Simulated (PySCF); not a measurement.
Deuteron quadrupole couplings in `CC=[N+](C)C`

Compound: C4H10N (charge +1).
Cartesian coordinates in Å at the PBE0-D3(BJ)/def2-SVP level; atoms count from 1:
```xyz
15
C4H10N angstrom
C      1.9986   -0.3659   -0.3085
C      0.7938    0.4708   -0.3605
N     -0.4015    0.1727    0.0162
C     -0.8003   -1.1086    0.5919
C     -1.4906    1.1429   -0.1027
H      2.4199   -0.4292   -1.3266
H      1.8598   -1.3741    0.0939
H      2.7606    0.1654    0.2880
H      0.9095    1.4832   -0.7681
H     -1.6137   -1.5289   -0.0159
H     -1.1734   -0.9363    1.6116
H      0.0349   -1.8123    0.6211
H     -1.1203    2.0768   -0.5400
H     -2.2799    0.7205   -0.7402
H     -1.9062    1.3390    0.8959
```

Level: PBE0/pcSseg-1 (PySCF, non-relativistic); Q(2H) = 0.00286 b; rigid geometry, the same for H and D, with no vibrational averaging.

Problem. Rank these positions by the coupling χzz of a deuteron there, largest first.
A. H13 (methyl hydrogen)
B. H12 (methyl hydrogen)
C. H6 (methyl hydrogen)

Solution. B (196 kHz), A (191 kHz), C (186 kHz).

Problem. Tabulate Vzz, the asymmetry η and χzz = 234.96 MHz × Q × Vzz for every hydrogen position.

Solution. 
```
atom  bonded to  bond length (Å)  Vzz (au)     η  χzz (kHz)
  H6         C1            1.104    0.2770  0.06        186
  H7         C1            1.094    0.2938  0.07        197
  H8         C1            1.104    0.2766  0.06        186
  H9         C2            1.097    0.2726  0.06        183
 H10         C4            1.099    0.2785  0.09        187
 H11         C4            1.099    0.2780  0.09        187
 H12         C4            1.093    0.2921  0.11        196
 H13         C5            1.096    0.2842  0.12        191
 H14         C5            1.099    0.2781  0.09        187
 H15         C5            1.099    0.2779  0.09        187
```

Problem. How does χzz go with the bond length over the 10 C–H bonds?

Solution. A straight-line fit has a slope of -9.6 kHz for each 0.01 Å, with a correlation coefficient of -0.75, over lengths from 1.093 to 1.104 Å.

Isolated species at its PBE0-D3(BJ)/def2-SVP geometry, gas phase. The basis is small and wasn't made for field gradients, so the couplings can be 20 % off.
